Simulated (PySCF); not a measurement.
# TDDFT excited states: C4H4F2

C4H4F2.
Z-matrix (Å and degrees, GFN2-xTB geometry), rows numbered from 1:
```
F 
C   1  1.3420
C   2  1.3292  1  122.31
C   3  1.4440  2  123.96  1    -0.03
C   4  1.3291  3  123.94  2   180.00
F   5  1.3418  4  122.30  3    -0.00
H   2  1.0793  1  112.00  3  -179.97
H   3  1.0788  2  118.37  1  -179.98
H   4  1.0787  3  117.64  2     0.02
H   5  1.0790  4  125.72  3  -179.96
```

Method used: PySCF, TDDFT CAM-B3LYP/def2-SVPD, vertical, gas phase, core orbitals frozen in the response.

Predict the UV-vis stick spectrum at this level.

```tsv
state	λ (nm)	E (eV)	f	symmetry	main configurations (H = HOMO, L = LUMO)
S1	211.0	5.88	0.670	Bu	H→L (98%)
S2	190.2	6.52	0.0000	–	H→L+1 (95%)
S3	178.6	6.94	0.032	Au	H→L+2 (90%)
S4	169.8	7.30	0.0007	–	H→L+3 (90%)
S5	162.2	7.64	0.0000	–	H-1→L (62%), H→L+5 (37%)
S6	154.4	8.03	0.0000	–	H→L+4 (85%)
S7	150.7	8.23	0.0023	Au	H-2→L (95%)
S8	150.6	8.23	0.0000	–	H→L+5 (60%), H-1→L (35%)
```

Triplets (Tamm–Dancoff): T1 3.17 eV, H→L (94%); T2 5.19 eV, H-1→L (56%), H→L+5 (37%); T3 6.39 eV, H→L+1 (92%).

The lowest singlet comes at 211 nm (567 kJ/mol) in the ultraviolet; it is strong; its leading configuration is HOMO→LUMO (98%). The lowest level is also the most intense of those listed (f = 0.670). S7/S8 lie within about 0.01 eV of each other. Löwdin shares by element: HOMO carbon 78% (atoms not listed hold the other 22%); LUMO carbon 79% (atoms not listed hold the other 21%). Weighted by f, the mean energy of these states is 5.93 eV. The listed states span 2.36 eV, and the widest gap between neighbours is 0.64 eV (S1 to S2). Orbital energies (eV): HOMO-3 -12.75, HOMO-2 -12.21, HOMO-1 -10.86, HOMO -8.11, LUMO 0.09, LUMO+1 1.39, LUMO+2 1.78. Symmetry labels in C2h follow from the direction of the transition dipole and are given only for states with f of 0.002 or more. The window holds the lowest 8 singlets.

One conformer stands for the species.
